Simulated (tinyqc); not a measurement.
A ladder of methods, and size consistency: correlation methods against full CI in the sto-6g basis, for NH3, spin multiplicity 1. Computed by the program tinyqc with PySCF. All electrons correlated; +Q is the Davidson correction (1 - c0^2) E_corr. The last columns treat two copies 100 angstrom apart as one system. FCI is the lowest singlet.

Geometry (angstrom):

| atom | x | y | z |
|---|---|---|---|
| N | 0.0000 | 0.0000 | 0.3020 |
| H | 0.9840 | 0.0000 | 0.0000 |
| H | -0.4920 | 0.8520 | 0.0000 |
| H | -0.4920 | -0.8520 | 0.0000 |

RHF energy of one = -55.984773 hartree

Correlation energies (hartree):

| method | E_corr of one | share of FCI (%) | E_corr of two at 100 angstrom | two minus twice one (mhartree) |
|---|---|---|---|---|
| MP2 | -0.047989 | 72.0346 | -0.095979 | 0.0000 |
| CISD | -0.064884 | 97.3948 | -0.125732 | 4.0367 |
| CISD+Q | -0.067037 | 100.6261 | -0.133310 | 0.7642 |
| CCSD | -0.066340 | 99.5800 | -0.132681 | 0.0000 |
| CCSD(T) | -0.066503 | 99.8248 | -0.133007 | 0.0000 |
| FCI | -0.066620 | 100.0000 | - | - |

What does the comparison show, and why?

MP2 recovers 72 %, CISD 97.4 % and CCSD 99.6 % of the FCI value (c0^2 = 0.967 in CISD). MP2 and coupled cluster are size consistent, so their last column vanishes; CISD loses 4.04 mhartree, since a double excitation on each copy is a quadruple of the pair, and the Davidson correction leaves +0.76.
